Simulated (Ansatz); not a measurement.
`O=C=NP` + CH₃NH₂ → `CNP` + `N=C=O` at 298.15 K and 1 bar (ligand exchange at a P–N bond).

Isolated molecules relaxed with PBE0-D4/def2-TZVP in Ansatz; ΔE leaves out vibrations. CCSD(T)/CBS adds triple-zeta CCSD(T) − MP2 to the extrapolated MP2 energy (def2 sets, frozen cores). This one scheme is used for every species. One conformer a species, not always the lowest.

| species | CCSD(T)/CBS energy (Eh) | H − E (kJ/mol) | S (J/(mol·K)) |
| --- | --- | --- | --- |
| `O=C=NP` | -510.05485 | 97.4 | 299.6 |
| CH₃NH₂ | -95.75281 | 180.0 | 240.4 |
| `CNP` | -437.28343 | 205.3 | 289.7 |
| `N=C=O` | -168.51995 | 67.5 | 238.3 |

H − E and S are ideal-gas, rigid-rotor, harmonic terms from PBE0-D4/def2-TZVP, for one conformer and one mirror image of each species. 1 Eh = 2625.50 kJ/mol, R = 8.31446 J/(mol·K).

By hand: ΔE, ΔH, ΔS and ΔG.

ΔE = (-437.28343) + (-168.51995) − (-510.05485) − (-95.75281) = 0.00428 Eh = 11.2 kJ/mol. Δ(H − E) = 205.3 + 67.5 − 97.4 − 180.0 = -4.6, so ΔH = 6.6 kJ/mol. ΔS = 289.7 + 238.3 − 299.6 − 240.4 = -12.0 J/(mol·K). ΔG = 6.6 − 298.15 × (-12.0)/1000 = 10.2 kJ/mol.

By hand: the equilibrium constant, and the temperature at which ΔG would vanish if ΔH and ΔS stayed fixed.

log₁₀ K = −ΔG/(RT ln 10) = -1.8. ΔH and −TΔS have one sign here, so there is no such temperature.

TΔS isn't small against ΔH here. A doubt of 5 kJ/mol in ΔE shifts log₁₀ K by 0.9 here. Other conformers and mirror images would add mixing entropy, several J/(mol·K) or more a flexible species. These are equilibria of isolated gas molecules and say nothing of rates. Largest T1 diagnostic: 0.018 (customary marks: 0.02 for closed shells, 0.045 for open ones).

ΔS is within the doubt of such terms, so its sign, and with it that verdict, could turn.
